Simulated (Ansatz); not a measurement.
`CC(Cl)C=O` from Hartree–Fock to CCSD(T)

Cartesian coordinates in Å:
```
C 0.2084 1.1644 0.1488
C 0.3332 -0.2535 -0.3381
Cl 1.8282 -1.0404 0.2631
C -0.8122 -1.1513 0.0809
O -1.8126 -0.7460 0.5975
H -0.7177 1.5972 -0.2348
H 0.1685 1.1946 1.2378
H 1.0516 1.7632 -0.1945
H 0.4069 -0.3006 -1.4295
H -0.6543 -2.2276 -0.1312
```

Total charge 0; spin multiplicity 1. The structure was optimised at the PBE0-D4/def2-TZVP level. It is one conformer, not always the lowest. Frozen core, restricted reference, Ansatz. CBS rows extrapolate triple and quadruple zeta; past MP2 they add the triple-zeta difference.

```json
{"basis": "def2-SVP", "HF (Eh)": "-650.57758", "MP2 corr.": "-0.72674", "CCSD corr.": "-0.77233", "(T)": "-0.02353", "CCSD(T) total": "-651.37344"}
{"basis": "def2-TZVPP", "HF (Eh)": "-650.95837", "MP2 corr.": "-0.91963", "CCSD corr.": "-0.95908", "(T)": "-0.04149", "CCSD(T) total": "-651.95894"}
{"basis": "def2-QZVPP", "HF (Eh)": "-650.97977", "MP2 corr.": "-0.98971", "CCSD corr.": "–", "(T)": "–", "CCSD(T) total": "–"}
{"basis": "CBS(def2)", "HF (Eh)": "-650.98272", "MP2 corr.": "-1.04163", "CCSD corr.": "-1.08107", "(T)": "as TZ", "CCSD(T) total": "-652.10528"}
```
